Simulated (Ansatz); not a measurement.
# CH₃Si (doublet): from Hartree-Fock to the top rungs at a displaced geometry (v1), cc-pVDZ

Aim: climb from Hartree-Fock through coupled cluster for CH₃Si (doublet) at one geometry and basis, and see what each rung misses.

Method: cc-pVDZ, correlated electrons: outside noble gas; program: Ansatz 0.2.0, Gaussian basis.

To be run: UHF; CCSD(T) on ROHF; CCSD(T) on UHF; BCCD(T) on ROHF; CISD; CCSDT(Q) on ROHF; CCSDT(Q) on UHF.

## Step 1: The geometry

The geometry is a PBE0/def2-TZVP stationary point (not a proven minimum) with its atoms shifted at random (size 0.040 Å).

5 atoms, charge 0, spin multiplicity 2.

Atoms are counted from 1 here; the program's logs count them from 0.

Bond lengths: Si1–C2 1.679 Å, Si1–H3 1.489 Å, Si1–H4 1.484 Å, C2–H5 1.141 Å. Angles: C2–Si1–H3 120.4°, C2–Si1–H4 120.7°, H3–Si1–H4 118.9°, Si1–C2–H5 175.0°.

As a file:

```xyz
5
CH3Si
Si    0.0027    0.0040    0.4983
C     0.0019   -0.0121   -1.1811
H     0.0499    1.2942    1.2392
H    -0.0529   -1.2626    1.2690
H    -0.0953    0.0006   -2.3182
```

In the tables R marks a restricted open-shell determinant and U an unrestricted one; correlation energies count from the lowest restricted Hartree-Fock solution.

## Step 2: UHF

File in.yaml:

```yaml
crystal:
  periodic: [false, false, false]
  atoms:
    - {symbol: Si, position_ang: [0.002723, 0.004028, 0.498261]}
    - {symbol: C, position_ang: [0.001889, -0.012115, -1.181068]}
    - {symbol: H, position_ang: [0.049853, 1.294218, 1.239205]}
    - {symbol: H, position_ang: [-0.052923, -1.262642, 1.269007]}
    - {symbol: H, position_ang: [-0.095308, 0.000560, -2.318175]}
basis:
  gaussian: {orbitals: cc-pVDZ}
magnetization: {spin_polarized: true, initial_magnetization: 1}
hamiltonian: {xc: hf}
output: {orbitals: {seedname: orbitals}}
```

Started as:

```
ansatz run in.yaml --threads 1 --pin off --events-out ev --progress --plain --max-ram 2393MiB
```

After this run come: CCSD(T) on ROHF; CCSD(T) on UHF; BCCD(T) on ROHF; CISD; CCSDT(Q) on ROHF; CCSDT(Q) on UHF.

Before running them: what should the planned runs give, taken together? Wanted: correlation energy, RCCSDT(Q); RMP2 from RCCSDT(Q); UMP2 from RCCSDT(Q); RCCSD from RCCSDT(Q); RCCSD(T) from RCCSDT(Q); UCCSD(T) from RCCSDT(Q); UCCSDT(Q) from RCCSDT(Q); T1 diagnostic.

The runs gave:

| quantity | value |
| --- | --- |
| correlation energy, RCCSDT(Q) | -7.1468 eV |
| RMP2 from RCCSDT(Q) | +30.27 kcal/mol |
| UMP2 from RCCSDT(Q) | +37.03 kcal/mol |
| RCCSD from RCCSDT(Q) | +7.05 kcal/mol |
| RCCSD(T) from RCCSDT(Q) | +1.31 kcal/mol |
| UCCSD(T) from RCCSDT(Q) | +1.93 kcal/mol |
| UCCSDT(Q) from RCCSDT(Q) | -0.04 kcal/mol |
| levels of the table within 1 kcal/mol (43 meV) | RCCSDT, UCCSDT, UCCSDT(Q) |
| T1 diagnostic | 0.027 |

**Reading.** RCCSD(T) misses by +1.31 kcal/mol, 0.8 % of the correlation energy. CCSD(T) misses by +1.31 kcal/mol on the restricted determinant and by +1.93 kcal/mol on the unrestricted one; the two need not hold the same state or core. These misses are within one basis, not against nature; the frozen cores of restricted and unrestricted runs differ, which can shift their rows.
